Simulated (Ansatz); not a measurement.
CH6AlSi (`[CH3][Al][SiH3]`) radical, relaxed with UKS PBE-D4/def2-SVP in Ansatz 0.2.0 from a rough embedded geometry. The force threshold is 0.03 eV/Å; the program also tests the step.

The species carries charge 0 and has multiplicity 2.

Start:

```xyz
9

C     0.394   -0.918   -1.557
Al   -0.670    0.482   -0.748
Si   -0.384    0.914    1.542
H     1.026   -1.371   -0.851
H     1.031   -0.545   -2.414
H    -0.308   -1.737   -2.030
H     0.049    2.357    1.717
H     0.590    0.060    2.090
H    -1.728    0.758    2.250
```

Q: By how much does the energy fall, and how many steps does the optimiser take? (Best estimate.)

A: Computed: 8.65 kcal/mol, in 4 steps.

Q: Which bonds change most? (Estimate.)

A: The calculation gave: Al2–Si3 from 2.347 to 2.497 Å; Si3–H8 from 1.406 to 1.514 Å; C1–H6 from 1.178 to 1.112 Å; C1–H4 from 1.051 to 1.111 Å.

Q: Give the relaxed structure. (Best estimate.)

A: Computed: 
```xyz
9

C     0.398   -0.978   -1.677
Al   -0.667    0.462   -0.817
Si   -0.411    0.972    1.613
H     1.086   -1.474   -0.961
H     1.000   -0.577   -2.521
H    -0.271   -1.753   -2.111
H     0.013    2.411    1.797
H     0.590    0.113    2.357
H    -1.738    0.824    2.320
```
